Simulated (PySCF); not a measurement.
Gas-phase reaction: 3 CHCl2 + C2H5 = 3 CH2Cl2 + C2H2 (acetylene)

Computed with PySCF and rigid-rotor harmonic-oscillator thermochemistry at 1 bar. † marks an energy on the PBE0/def2-TZVP geometry and frequencies. Open shells (unrestricted): CHCl2 (multiplicity 2), C2H5 (multiplicity 2); the rest are closed-shell singlets. CHCl2: computed as isolated molecules; such fragments, hydroxides, amides, oligomers or adducts are transient or little studied in the gas.

PBE0/def2-SVP† gives ΔH°(298 K) = -347 kJ.

Problem. What do PBE/def2-TZVP†, M06-2X/def2-TZVP†, HF/def2-TZVP† give?

Solution. PBE/def2-TZVP†: -368 kJ; M06-2X/def2-TZVP†: -436 kJ; HF/def2-TZVP†: -258 kJ. For scale, ΔH°(298 K) is -347 kJ at this level, -427 kJ at ωB97M-V/def2-TZVP†, and runs from -497 to -243 kJ over the 20 levels computed.
